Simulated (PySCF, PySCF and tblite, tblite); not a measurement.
# C₄H₇NS: a path driven as rotation about a bond, and NMR exchange, part 2 of 2

PySCF and tblite. Atoms count from 0. The steps go on from the part before.

### Step 8. Shieldings, saddle of leg 1: BHandHLYP/pcSseg-1 in chloroform

Job settings and geometry (Å):

```
{"job": {"kind": "nmr", "xc": "BHandHLYP", "basis": "pcSseg-1", "solvent": "chloroform", "pop": false}, "charge": 0, "multiplicity": 1}
C      1.906604     0.038439    -0.511854
C      0.836717    -0.702375    -0.254389
N     -0.332663    -0.283177     0.368780
C     -0.542165     1.137229     0.576625
C     -1.494925    -1.007640     0.068795
S     -2.302243    -0.936953    -1.329190
H      1.960089     1.092211    -0.311300
H      2.785010    -0.416875    -0.929525
H      0.830045    -1.760192    -0.482189
H     -0.597841     1.691242    -0.366935
H      0.280180     1.524680     1.175811
H     -1.472681     1.276201     1.125437
H     -1.856128    -1.652791     0.869931
```

Log:

```text
coarse grid: 11376 points
cycle   1  E = -609.2373981625  dE =  9.911e-01  |g| = 4.587e-01  |ddm| = 3.224e+00
cycle   2  E = -609.2048916603  dE =  3.251e-02  |g| = 6.236e-01  |ddm| = 9.432e-01
cycle   3  E = -609.3011608759  dE = -9.627e-02  |g| = 5.161e-02  |ddm| = 5.505e-01
cycle   4  E = -609.3017674665  dE = -6.066e-04  |g| = 3.287e-02  |ddm| = 7.788e-02
cycle   5  E = -609.3020199627  dE = -2.525e-04  |g| = 4.763e-03  |ddm| = 3.193e-02
cycle   6  E = -609.3020266423  dE = -6.680e-06  |g| = 2.179e-03  |ddm| = 7.562e-03
final grid: 105176 points
cycle   7  E = -609.3326813199  dE = -1.496e-05  |g| = 3.317e-03  |ddm| = 1.327e-02
cycle   8  E = -609.3326807579  dE =  5.619e-07  |g| = 3.859e-03  |ddm| = 5.541e-03
cycle   9  E = -609.3326841561  dE = -3.398e-06  |g| = 4.664e-04  |ddm| = 3.371e-03
cycle  10  E = -609.3326842154  dE = -5.928e-08  |g| = 2.322e-04  |ddm| = 5.336e-04
cycle  11  E = -609.3326842309  dE = -1.550e-08  |g| = 5.351e-05  |ddm| = 3.036e-04
cycle  12  E = -609.3326842320  dE = -1.122e-09  |g| = 2.660e-05  |ddm| = 9.291e-05
cycle  13  E = -609.3326842323  dE = -2.622e-10  |g| = 6.133e-06  |ddm| = 5.068e-05
converged SCF energy = -609.3326842323

GIAO shielding tensors (ppm)
atom      isotropic    diamagn.    paramagn.     s11        s22        s33       span
  0 C       98.798     255.911    -157.113      2.154    116.802    177.439    175.285
  1 C       37.033     253.412    -216.379    -84.044     54.546    140.596    224.640
  2 N      148.602     331.113    -182.511     82.400    146.750    216.656    134.257
  3 C      149.720     246.335     -96.615    118.943    151.987    178.230     59.288
  4 C      -92.699     252.161    -344.861   -323.289    -70.868    116.058    439.347
  5 S     -568.551    1056.521   -1625.072  -1725.292   -666.628    686.267   2411.560
  6 H       27.666      32.930      -5.264     25.294     25.569     32.134      6.839
  7 H       27.618      29.787      -2.169     25.718     26.243     30.892      5.174
  8 H       25.697      31.322      -5.625     22.725     25.473     28.893      6.168
  9 H       29.215      30.968      -1.753     25.235     27.596     34.813      9.578
 10 H       28.909      31.001      -2.093     25.264     26.681     34.781      9.518
 11 H       29.055      29.952      -0.897     24.874     27.539     34.751      9.878
 12 H       20.759      28.449      -7.689     16.954     18.185     27.138     10.185
```

Wall time 21 s (1 thread of Intel Xeon Platinum 8259CL at 2.50GHz, shared host); peak memory 0.83 GiB.

Key values: HOMO -7.18 eV, LUMO -1.45 eV; dipole 1.92 D.

### Step 9. Shieldings, end: BHandHLYP/pcSseg-1 in chloroform

Job settings and geometry (Å):

```
{"job": {"kind": "nmr", "xc": "BHandHLYP", "basis": "pcSseg-1", "solvent": "chloroform", "pop": false}, "charge": 0, "multiplicity": 1}
C      1.866704     0.078770    -0.598773
C      0.725698    -0.596549    -0.553857
N     -0.444686    -0.174490     0.058773
C     -0.456957     1.106521     0.725267
C     -1.550777    -0.938109     0.036125
S     -1.712782    -2.401533    -0.670586
H      2.009151     1.048268    -0.156208
H      2.715916    -0.344331    -1.102164
H      0.627610    -1.569164    -1.014814
H     -0.231080     1.902768     0.012860
H      0.290953     1.122584     1.520799
H     -1.437692     1.289550     1.159397
H     -2.404400    -0.504635     0.549625
```

Log:

```text
coarse grid: 11376 points
cycle   1  E = -609.2789027339  dE =  1.049e+00  |g| = 4.592e-01  |ddm| = 3.204e+00
cycle   2  E = -609.2535454346  dE =  2.536e-02  |g| = 6.070e-01  |ddm| = 1.089e+00
cycle   3  E = -609.3439351078  dE = -9.039e-02  |g| = 4.388e-02  |ddm| = 5.766e-01
cycle   4  E = -609.3444314329  dE = -4.963e-04  |g| = 2.556e-02  |ddm| = 7.303e-02
cycle   5  E = -609.3445688112  dE = -1.374e-04  |g| = 5.454e-03  |ddm| = 2.551e-02
cycle   6  E = -609.3445765101  dE = -7.699e-06  |g| = 2.675e-03  |ddm| = 7.768e-03
final grid: 105176 points
cycle   7  E = -609.3753595350  dE = -1.596e-05  |g| = 4.085e-03  |ddm| = 1.533e-02
cycle   8  E = -609.3753589334  dE =  6.016e-07  |g| = 4.713e-03  |ddm| = 6.069e-03
cycle   9  E = -609.3753636943  dE = -4.761e-06  |g| = 4.006e-04  |ddm| = 3.073e-03
cycle  10  E = -609.3753637327  dE = -3.838e-08  |g| = 2.226e-04  |ddm| = 4.588e-04
cycle  11  E = -609.3753637453  dE = -1.266e-08  |g| = 7.319e-05  |ddm| = 2.553e-04
cycle  12  E = -609.3753637470  dE = -1.669e-09  |g| = 2.328e-05  |ddm| = 9.451e-05
cycle  13  E = -609.3753637472  dE = -2.419e-10  |g| = 6.405e-06  |ddm| = 5.300e-05
converged SCF energy = -609.3753637472

GIAO shielding tensors (ppm)
atom      isotropic    diamagn.    paramagn.     s11        s22        s33       span
  0 C       82.071     255.673    -173.602    -17.130     88.829    174.512    191.642
  1 C       45.468     252.618    -207.150    -78.974     63.165    152.213    231.187
  2 N       70.637     332.397    -261.760    -92.667    108.477    196.101    288.768
  3 C      145.826     246.452    -100.626    125.082    130.393    182.004     56.922
  4 C      -24.791     250.904    -275.695   -182.044      0.317    107.354    289.398
  5 S      221.503    1057.197    -835.694   -212.762    133.936    743.335    956.098
  6 H       26.876      32.334      -5.458     24.495     24.608     31.525      7.030
  7 H       26.809      29.224      -2.416     24.589     25.697     30.139      5.551
  8 H       23.315      31.143      -7.827     17.710     21.669     30.567     12.858
  9 H       28.497      30.621      -2.124     24.880     26.438     34.173      9.292
 10 H       28.503      30.630      -2.127     24.879     26.468     34.161      9.283
 11 H       28.343      30.304      -1.961     24.426     27.778     32.824      8.398
 12 H       22.559      29.325      -6.765     18.016     19.089     30.573     12.557
```

Run time: 23 s. Hardware: 1 thread of Intel Xeon Platinum 8259CL at 2.50GHz, shared host; peak memory 0.76 GiB.

This run: HOMO -7.41 eV, LUMO -0.44 eV; dipole 5.88 D.

### Step 10. Single-point energy: BHandHLYP/pcSseg-1 in chloroform

Job settings and geometry (Å):

```
{"job": {"kind": "sp", "xc": "BHandHLYP", "basis": "pcSseg-1", "solvent": "chloroform", "pop": false}, "charge": 0, "multiplicity": 1}
C      0.467588     1.295915     2.034576
C     -0.477144     0.776363     1.260630
N     -0.336985    -0.294211     0.389680
C      0.878033    -1.081608     0.414727
C     -1.501040    -1.015959     0.093481
S     -2.253378    -0.922386    -1.327276
H      1.460380     0.892552     2.108295
H      0.262946     2.178645     2.610820
H     -1.463657     1.219267     1.219990
H      1.012804    -1.613709     1.364617
H      1.725403    -0.417406     0.252480
H      0.841915    -1.805773    -0.398116
H     -1.896211    -1.672688     0.876086
```

Log:

```text
coarse grid: 11376 points
cycle   1  E = -609.2386288594  dE =  9.968e-01  |g| = 4.579e-01  |ddm| = 3.237e+00
cycle   2  E = -609.2079033790  dE =  3.073e-02  |g| = 6.174e-01  |ddm| = 9.413e-01
cycle   3  E = -609.3021306821  dE = -9.423e-02  |g| = 5.219e-02  |ddm| = 5.482e-01
cycle   4  E = -609.3027619384  dE = -6.313e-04  |g| = 3.287e-02  |ddm| = 7.902e-02
cycle   5  E = -609.3030134294  dE = -2.515e-04  |g| = 5.157e-03  |ddm| = 3.228e-02
cycle   6  E = -609.3030210166  dE = -7.587e-06  |g| = 2.210e-03  |ddm| = 7.790e-03
final grid: 105176 points
cycle   7  E = -609.3336178333  dE = -1.524e-05  |g| = 3.328e-03  |ddm| = 1.351e-02
cycle   8  E = -609.3336172632  dE =  5.701e-07  |g| = 3.892e-03  |ddm| = 5.602e-03
cycle   9  E = -609.3336207108  dE = -3.448e-06  |g| = 4.625e-04  |ddm| = 3.358e-03
cycle  10  E = -609.3336207697  dE = -5.884e-08  |g| = 2.373e-04  |ddm| = 5.297e-04
cycle  11  E = -609.3336207860  dE = -1.629e-08  |g| = 5.465e-05  |ddm| = 3.226e-04
cycle  12  E = -609.3336207871  dE = -1.127e-09  |g| = 2.732e-05  |ddm| = 9.266e-05
cycle  13  E = -609.3336207874  dE = -2.557e-10  |g| = 6.235e-06  |ddm| = 5.242e-05
converged SCF energy = -609.3336207874
```

It took 13 s on 1 thread of Intel Xeon Platinum 8259CL at 2.50GHz, shared host; peak memory 0.6 GiB.

Key values: HOMO -7.17 eV, LUMO -1.41 eV; dipole 2.46 D.

### Step 11. The path in numbers

Job settings and geometry (Å):

```
{"job": {"smiles": "C=CN(C)C=S", "charge": 0, "mult": 1, "motion": "rotation", "what": "amide", "atoms": [4, 2], "drives": [{"terms": [["t", [5, 4, 2, 1], 0.25], ["t", [5, 4, 2, 3], 0.25], ["t", [12, 4, 2, 1], 0.25], ["t", [12, 4, 2, 3], 0.25]], "by": 180, "n": 12}], "flip": [4, 2], "study": "path", "level": {"kind": "nmr", "xc": "BHandHLYP", "basis": "pcSseg-1", "solvent": "chloroform"}, "fields": [250, 400, 600], "first": 3, "seed": 677, "kind": "path"}, "charge": 0, "multiplicity": 1}
C      1.968976    -0.001131    -0.296120
C      0.848594    -0.712633    -0.248347
N     -0.414634    -0.215763     0.024497
C     -0.572008     1.195415     0.285849
C     -1.478462    -1.034387     0.045200
S     -3.024104    -0.602200     0.348493
H      2.007400     1.058285    -0.123220
H      2.901947    -0.484855    -0.517555
H      0.867029    -1.778662    -0.430930
H     -0.245927     1.776650    -0.577590
H      0.014229     1.484052     1.159177
H     -1.626078     1.391813     0.476816
H     -1.251351    -2.076098    -0.163999
```

Log:

```text
stationary points (kcal/mol above the start)
  n  kind          group   xTB      DFT    lowest mode
  0  minimum      Cs       0.00     0.00      84.4
  1  saddle       C1      23.81    27.02    -371.6
  2  saddle       C1      24.31    26.74    -403.5
  3  minimum      Cs       1.31     0.39     104.3

GFN2-xTB energies: T/K, barrier G, reaction G (kcal/mol), k forward, k back (1/s)
 150.00    22.54     1.24   1.32e-20   8.45e-19
 200.00    22.54     1.22   3.13e-12   6.67e-11
 250.00    22.55     1.19   3.45e-07   3.77e-06
 298.15    22.57     1.16   0.000637    0.00451
 350.00    22.60     1.13       0.21       1.06
 400.00    22.64     1.09       13.7       54.2
 500.00    22.73     1.02   4.82e+03   1.35e+04

BHandHLYP/pcSseg-1 + D3(BJ), IEF-PCM chloroform energies: T/K, barrier G, reaction G (kcal/mol), k forward, k back (1/s)
 150.00    25.19     0.32   1.42e-24   4.15e-24
 200.00    25.17     0.30   3.23e-15    6.8e-15
 250.00    25.15     0.27    1.4e-09   2.39e-09
 298.15    25.14     0.24   6.25e-06   9.34e-06
 350.00    25.13     0.21    0.00408    0.00548
 400.00    25.13     0.17      0.434      0.539
 500.00    25.16     0.10        304        337
```

Run time: 99 s. Hardware: 1 thread of Intel Xeon Platinum 8259CL at 2.50GHz, shared host; peak memory 0.83 GiB. This counts the whole study up to here.

Barriers by level (kcal/mol; entropies in cal/(mol K)). Zero-point and thermal terms come from xTB in every row. ΔG‡ leaves symmetry out; the rate counts equivalent paths (a factor of 2) and all 2 saddles; effective ΔG‡, where given, is the barrier that would give that rate by Eyring's equation alone:

| level | ΔE‡ | with zero-point | ΔH‡ | ΔS‡ | ΔG‡ (298 K) | ΔE of reaction | k at 298 K (1/s) | effective ΔG‡ |
| --- | --- | --- | --- | --- | --- | --- | --- | --- |
| GFN2-xTB | 23.81 | 22.58 | 22.43 | -0.5 | 22.57 | 1.31 | 0.00064 | 21.81 |
| BHandHLYP/pcSseg-1 + D3(BJ), IEF-PCM chloroform | 26.74 | 25.25 | 25.19 | 0.2 | 25.14 | 0.39 | 6.3e-06 | 24.55 |

Sites that the driver pairs across this motion, and where their lines would merge (no couplings; faster rotations or exchange between molecules can average them sooner):

| nucleus | sites: shielding (ppm) | proton frequency (MHz) | spread (Hz) | coalescence (K) | lines at 298 K |
| --- | --- | --- | --- | --- | --- |
| 13C | C3: 155.5; C3 (end): 145.8 | 600 | 1456 | 547 | – |
| 13C | C1: 38.4; C1 (end): 45.5 | 600 | 1068 | 540 | – |
| 1H | H8: 24.90; H8 (end): 23.32 | 600 | 951 | 537 | – |
| 15N | N2: 65.3; N2 (end): 70.6 | 600 | 325 | 514 | – |
| 13C | C0: 84.2; C0 (end): 82.1 | 600 | 323 | 514 | – |
| 1H | H9, H10, H11: 28.16; H9, H10, H11 (end): 28.45 | 600 | 172 | 501 | – |
| 1H | H7: 27.05; H7 (end): 26.81 | 600 | 148 | 498 | – |
| 1H | H12: 22.39; H12 (end): 22.56 | 600 | 101 | 491 | – |

Rows that set an atom against itself at the end compare its shielding in the two forms.

### Step 12. Summary of results

This closing draws on all 2 parts.

```
                                                 quantity                               value
barrier (BHandHLYP/pcSseg-1 + D3(BJ), IEF-PCM chloroform)  ΔE‡ 26.7, ΔG‡(298 K) 25.1 kcal/mol
                                       barrier (GFN2-xTB)                   ΔE‡ 23.8 kcal/mol
                                            rate at 298 K                         6.3e-06 s⁻¹
                                          end of the path         0.4 kcal/mol from the start
```

In words: DFT puts the top 26.7 kcal/mol above the start (xTB: 23.8); the rate from the DFT barrier is 6.3e-06 s⁻¹ at 298 K. An error of 1.4 kcal/mol changes that rate tenfold.
